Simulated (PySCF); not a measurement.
# BH+: from the state search to spectroscopic constants

An exercise on one series of results from a longer session: the logs are not shown, and one member is left open.

Method: B STO-3G, H STO-3G, no relativity; program: PySCF 2.14.0.

The first run:

A driver script around PySCF takes these settings:

```
atoms                         : B, H
charge                        : 1
basis                         : B STO-3G, H STO-3G
Hamiltonian                   : no relativity
basis functions               : 6
electrons treated             : 5
masses in u                   : 11.0093, 1.0078
levels                        : PBE0, PBE, r²SCAN, PW91, LDA, TPSSh, HF, MP2, SCS-MP2, CCSD, CCSD(T)
grid                          : 80 radial by 434 angular points
occupations                   : held fixed by the projection of orbital angular momentum
dissociation limit            : B+ + H, each in its ground configuration
starting distance in angstrom : 1.235
values of 2S to try           : 1, 3
```

Launch:

```console
OMP_NUM_THREADS=1 python dia.py task.json out
```

Among the steps run: Set-up; First curve: PBE0; Higher solutions at PBE0; PBE (GGA); r²SCAN (meta-GGA); PW91 (GGA); LDA; TPSSh; UHF (mean field); MP2 and coupled cluster.

One of the session's tables, all rows but one given; the rest of the session is left out.

It belongs to the step «Constants by level of theory». Differences from CCSD(T) in the same basis:

```
      level  Re (mÅ)  ωe (%)
        UHF      -40   +14.0
    UHF-MP2      -24    +8.8
UHF-SCS-MP2      -20    +7.8
   UHF-CCSD       -1    +0.1
        LDA       +1    +0.3
        PBE       -1     0.0
       PW91       -2    +0.3
     r²SCAN      -14    +4.1
      TPSSh        ?       ?
       PBE0      -13    +4.2
```

Estimate the missing values for TPSSh.

As computed: Re (mÅ): -9; ωe (%): +2.3. In the column «Re (mÅ)» it lies between PBE0 (-13) and PW91 (-2).
